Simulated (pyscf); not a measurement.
A first-order saddle from PySCF, ωB97X-D3(BJ)/def2-SVP:

```xyz
12

P      0.3843    -1.8580    -0.2735
Si     0.4086     0.1132     0.8256
H     -0.9457    -2.1690     0.1304
H     -0.0137    -1.3054    -1.5252
H     -0.5854     1.0814    -0.3641
H      0.3763    -0.2356     2.2794
H      1.6905     0.8365     0.5799
Si    -1.6970     1.5224     0.9660
H     -1.3972     1.6733    -0.6729
H     -2.2998     0.2145     0.5410
H     -2.6592     1.9031     2.0769
H     -0.7139     2.6501     1.0750
```
Charge 0, spin multiplicity 1.

Surface: singlet, charge 0. Lowest wavenumbers (cm⁻¹): 1366i, 90, 111, 153, 274.

Problem. Name the species on either side of this saddle.

Solution. H₃Si–PH₂ + SiH₄ ⇌ H₃Si–SiH₂–PH₂ + H₂, a four-centre exchange read from left to right: H–Si, H–Si broken and Si–Si, H–H formed. At ωB97M-D3(BJ)/def2-TZVP it lies +70.4 kcal/mol from the left side and +65.2 kcal/mol from the right (each side as separated species at their lowest minima found). At the saddle there is also a short H–Si contact that neither side keeps. The same reactants have a lower exit, to H₃Si–PH–SiH₃ + H₂ (barrier +63.7 kcal/mol at ωB97M-D3(BJ)/def2-TZVP, against +70.4 kcal/mol here). H₃Si–SiH₂–PH₂ lies 5.7 kcal/mol over its isomer H₃Si–PH–SiH₃ (electronic energy, ωB97M-D3(BJ)/def2-TZVP). This is the saddle that the search found; another between the same sides may lie lower.
